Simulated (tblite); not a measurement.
Compound: C4H7FO.
SMILES with atom numbers: `[CH3:1][O:2][C@@H:3]1[CH2:4][C@H:5]1[F:6]` (hydrogens: H7, H8, H9 on C1; H10 on C3; H11, H12 on C4; H13 on C5)

Computed with GFN2-xTB (tblite), gas phase: Langevin dynamics at 200 K from the optimised GFN2-xTB geometry, time step 0.5 fs, friction 0.01 fs⁻¹, 2000 steps. Over the second half of the run the saved frames average 204 K.

The optimised geometry, where the run starts:
```
atom  x, y, z in Å
C1      1.988    0.217   -0.058
O2      0.745    0.842   -0.296
C3     -0.285    0.309    0.467
C4     -1.004   -0.937    0.003
C5     -1.665    0.402   -0.090
F6     -2.686    0.679    0.768
H7      2.291    0.329    0.989
H8      2.709    0.717   -0.700
H9      1.952   -0.850   -0.304
H10    -0.167    0.438    1.542
H11    -1.360   -1.624    0.755
H12    -0.692   -1.394   -0.923
H13    -1.830    0.873   -1.050
```

t = 100 fs, T = 128 K, E(pot) 0.251 eV above the start
```
atom  x, y, z in Å  |  force x, y, z in eV/Å
C1      1.887    0.129   -0.044   -0.282   0.490   1.683
O2      0.647    0.799   -0.198   -0.307  -0.134   0.367
C3     -0.437    0.327    0.607    0.619   0.315  -1.930
C4     -1.131   -0.899    0.058   -0.889   0.530  -0.164
C5     -1.759    0.469   -0.151    1.305  -0.046   0.604
F6     -2.820    0.779    0.622   -0.561   0.112   0.114
H7      2.195    0.194    1.044    0.002   0.013  -0.918
H8      2.604    0.628   -0.676    0.092   0.234  -0.073
H9      1.850   -0.914   -0.294   -0.244  -0.628  -0.270
H10    -0.357    0.589    1.662   -0.106  -0.394  -0.208
H11    -1.661   -1.504    0.792    0.220  -0.060  -0.360
H12    -0.815   -1.381   -0.875    0.192   0.142   0.787
H13    -1.758    1.047   -1.085   -0.040  -0.574   0.368
```

t = 275 fs, T = 156 K, E(pot) 0.275 eV above the start
```
atom  x, y, z in Å  |  force x, y, z in eV/Å
C1      1.617   -0.071    0.129    2.294  -0.968   0.696
O2      0.537    0.734    0.005   -1.795   0.363  -0.296
C3     -0.616    0.300    0.682   -0.276   0.372  -0.282
C4     -1.359   -0.964    0.306    0.491  -0.671   0.476
C5     -1.893    0.330   -0.126   -0.466   0.227   1.028
F6     -3.067    0.683    0.480    0.022   0.314   0.191
H7      2.102    0.012    1.157   -0.102   0.337  -0.982
H8      2.306    0.194   -0.706   -0.177  -0.031   0.836
H9      1.437   -1.147    0.056   -0.455  -0.148  -0.314
H10    -0.610    0.621    1.719   -0.277  -0.074   0.069
H11    -1.909   -1.498    1.074    0.133   0.263   0.091
H12    -0.936   -1.640   -0.396    0.315  -0.242  -0.577
H13    -1.938    0.652   -1.129    0.294   0.259  -0.936
```

t = 375 fs, T = 220 K, E(pot) 0.247 eV above the start
```
atom  x, y, z in Å  |  force x, y, z in eV/Å
C1      1.502   -0.138    0.347    0.578   0.863  -2.306
O2      0.366    0.529   -0.165   -0.335   0.136  -0.379
C3     -0.740    0.327    0.634    0.196   0.256   0.598
C4     -1.547   -0.951    0.561    1.130  -0.128  -0.365
C5     -2.136    0.351    0.146   -0.110  -0.785  -1.211
F6     -3.071    0.856    0.964   -0.493   0.481   0.323
H7      1.740    0.258    1.296    0.435   0.217   1.202
H8      2.304    0.129   -0.404   -0.588  -0.363   0.883
H9      1.355   -1.198    0.344   -0.030  -0.725   0.203
H10    -0.620    0.738    1.647   -0.013  -0.041  -0.162
H11    -1.796   -1.319    1.506   -0.570  -0.699   1.045
H12    -1.215   -1.698   -0.156   -0.393   0.295  -0.010
H13    -2.432    0.406   -0.902    0.195   0.494   0.178
```

t = 500 fs, T = 186 K, E(pot) 0.275 eV above the start
```
atom  x, y, z in Å  |  force x, y, z in eV/Å
C1      1.634   -0.338    0.709   -1.137  -1.504  -0.674
O2      0.448    0.042    0.022   -0.045   0.248   0.085
C3     -0.686    0.074    0.816   -1.264  -0.549   0.073
C4     -1.737   -1.039    0.700   -0.470   0.645   0.338
C5     -2.080    0.354    0.253    0.844   0.134   0.543
F6     -2.875    1.113    1.085    0.137  -0.318  -0.089
H7      1.695    0.139    1.648    0.248   0.660   1.030
H8      2.429   -0.110    0.054    0.892   0.570  -0.567
H9      1.681   -1.439    0.859   -0.264   0.303   0.093
H10    -0.558    0.448    1.842    0.137   0.040  -0.397
H11    -2.330   -1.293    1.587    0.692  -0.446  -0.376
H12    -1.609   -1.757   -0.106   -0.114   0.066   0.457
H13    -2.359    0.580   -0.753    0.344   0.151  -0.515
```

t = 725 fs, T = 233 K, E(pot) 0.236 eV above the start
```
atom  x, y, z in Å  |  force x, y, z in eV/Å
C1      1.181   -1.035    0.529    0.222  -0.706  -0.375
O2      0.265   -0.117   -0.032    0.505   0.299  -0.154
C3     -0.793    0.348    0.751    0.570  -0.931  -0.418
C4     -2.026   -0.525    0.936   -0.181   1.918   0.511
C5     -2.008    0.648   -0.026   -0.566  -0.030  -0.342
F6     -2.700    1.818    0.166    0.171  -0.521   0.145
H7      1.591   -0.754    1.493   -0.400   0.145   0.413
H8      2.068   -1.136   -0.115   -0.410   0.447  -0.274
H9      0.747   -2.047    0.539   -0.086   0.192   0.434
H10    -0.524    1.019    1.552    0.085   0.014   0.276
H11    -2.522   -0.394    1.895   -0.024  -0.216  -0.342
H12    -2.143   -1.437    0.425    0.151  -0.955  -0.068
H13    -2.004    0.360   -1.079   -0.037   0.344   0.194
```

t = 750 fs
```
atom  x, y, z in Å
C1      1.191   -1.015    0.561
O2      0.249   -0.181   -0.098
C3     -0.817    0.277    0.679
C4     -2.139   -0.446    0.940
C5     -2.007    0.644   -0.118
F6     -2.609    1.846    0.158
H7      1.706   -0.511    1.350
H8      1.963   -1.258   -0.149
H9      0.737   -1.989    0.795
H10    -0.447    0.869    1.591
H11    -2.591   -0.117    1.831
H12    -2.236   -1.505    0.645
H13    -2.149    0.386   -1.137
```

Q: Estimate the potential energy and the forces of this last frame.

A: 0.363 eV above the start.

```tsv
atom	Fx (eV/Å)	Fy (eV/Å)	Fz (eV/Å)
C1	-0.510	-0.570	-0.938
O2	-0.075	-0.414	0.287
C3	1.079	0.348	0.926
C4	1.211	-0.412	-1.506
C5	-0.751	0.188	1.557
F6	-0.052	-0.217	-0.087
H7	-0.144	0.204	1.004
H8	0.273	0.107	-0.717
H9	-0.005	0.347	0.626
H10	-0.636	-0.310	-1.396
H11	-0.507	-0.098	0.802
H12	-0.188	0.893	0.138
H13	0.304	-0.067	-0.698
```

The bond farthest from its length at the start is C3–H10 (1.149 against 1.089 Å), and half the difference of its two atoms' forces along it is -1.37 eV/Å (positive lengthens). The largest atomic force is 1.98 eV/Å.

What follows is the cost of the whole dynamics run. Hardware: one thread of an Arm Neoverse V2, on a shared host. Cost: 6.0 s, 0.19 GiB resident at most.
